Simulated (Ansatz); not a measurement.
Two isomers of C3H5FO2: A = `O/C=C(/O)CF`, B = `OC1(F)COC1`.

Gas-phase electronic energies from Ansatz, PBE0-D4/def2-TZVP geometries. CCSD(T)/CBS adds triple-zeta CCSD(T) − MP2 to the extrapolated MP2 energy (def2 sets, frozen cores). DFT in def2-TZVPP. B3LYP here is the variant with VWN-RPA as its local correlation; programs differ in this. One conformer a species, not always the lowest.

A:

```xyz
11

O    -1.0195    1.5889    0.9253
C    -0.4923    1.1188   -0.2331
C     0.1327   -0.0375   -0.4471
O     0.6296   -0.4181   -1.6684
C     0.4197   -1.1214    0.5360
F    -0.0454   -0.8018    1.8036
H    -0.8692    0.9374    1.6194
H    -0.6310    1.8182   -1.0525
H     0.4394    0.2644   -2.3178
H    -0.0624   -2.0547    0.2269
H     1.4985   -1.2940    0.6076
```

B:

Z-matrix (Å, degrees):
```
C
F 1 1.354
C 1 1.533 2 114.8
C 1 1.533 2 114.8 3 96.4
O 1 1.378 2 105.4 3 -131.8
O 3 1.435 1 90.6 2 122.3
H 3 1.094 1 116.1 2 -122.1
H 3 1.094 1 113.6 2 7.3
H 4 1.094 1 116.1 2 122.1
H 4 1.094 1 113.6 2 -7.3
H 5 0.961 1 109.0 2 179.8
```

Which is lower in electronic energy at CCSD(T)/CBS, and by how much? (Estimate.)

Ansatz gave: A, by 5.7 kcal/mol.

Give E(B) − E(A) in kcal/mol with HF/def2-TZVPP, B3LYP, r2SCAN-D4, PBE0-D4, PBE-D4, ωB97M-V, MP2/def2-TZVPP. (Best estimate.)

Computed: HF/def2-TZVPP 4.7, B3LYP 8.6, r2SCAN-D4 6.0, PBE0-D4 4.1, PBE-D4 6.4, ωB97M-V 4.1, MP2/def2-TZVPP 4.7. None reverses the order clearly.

Largest T1 diagnostic: 0.012.

From PBE to PBE0 (25 % exact exchange), in def2-TZVPP and without D4, E(B) − E(A) moves by −2.3 kcal/mol.
